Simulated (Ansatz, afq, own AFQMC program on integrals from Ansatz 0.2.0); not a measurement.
**NH, triplet: AFQMC among the cluster methods**

```
atom   x (Å)   y (Å)   z (Å)
   N  0.0000  0.0000  0.0000
   H  0.0000  0.0000  1.0366
```

Basis aug-cc-pVTZ. Only valence electrons are correlated. Integrals, coupled cluster, full CI and functionals: Ansatz 0.2.0; the random walks run on the same integrals in our own AFQMC program. ph-AFQMC/CISD is guided by a CISD state made of CCSD amplitudes; releasing the constraint for a short imaginary time cuts its bias at the price of noise, slowly where states lie close. Uncertainties: one standard error, sampling alone.

Determinant: UHF, the one that the program's search chose, which needn't be the lowest solution. The geometry is a PBE0/def2-TZVPD stationary point of this or a neighbouring charge and spin state.

No full CI on the walks' own integrals is used here; CCSDT(Q) serves as the reference and is uncertain by about the last step of the cluster series.

Cautions: lower spins were not checked.

The T1 diagnostic is 0.0114. The weight of the determinant in the CISD state is 0.948, the ⟨S²⟩ of the determinant is 2.017 and the size of the correlated space is 6 electrons in 68 orbitals.

Reference: CCSDT(Q), correlation energy -4.441 eV. The released energy is read at 2.40 1/Eh (meV from the phaseless value at times in 1/Eh: -1.1 ± 1.9 at 0.24, -4.2 ± 1.5 at 0.51, -4.7 ± 1.6 at 0.99, -5.1 ± 1.4 at 1.62, -2.3 ± 2.1 at 2.40).

```json
{"level": "HF", "E − E(reference) (kJ/mol)": "428.4", "share of correlation (%)": "0.00"}
{"level": "MP2", "E − E(reference) (kJ/mol)": "62.2", "share of correlation (%)": "85.49"}
{"level": "CCSD", "E − E(reference) (kJ/mol)": "12.7", "share of correlation (%)": "97.04"}
{"level": "CCSD(T)", "E − E(reference) (kJ/mol)": "1.6", "share of correlation (%)": "99.62"}
{"level": "CCSDT", "E − E(reference) (kJ/mol)": "0.3", "share of correlation (%)": "99.93"}
{"level": "ph-AFQMC/CISD", "E − E(reference) (kJ/mol)": "0.3 ± 0.2", "share of correlation (%)": "99.93"}
{"level": "released AFQMC", "E − E(reference) (kJ/mol)": "0.1 ± 0.2", "share of correlation (%)": "99.98"}
```

A walk keeps the symmetry of its determinant, which the program's search chose and which needn't be the lowest solution, so a lower state of the same spin and another symmetry isn't excluded. Released energies are given only where the last usable release times agree within the noise; a slower fall can still hide under it.
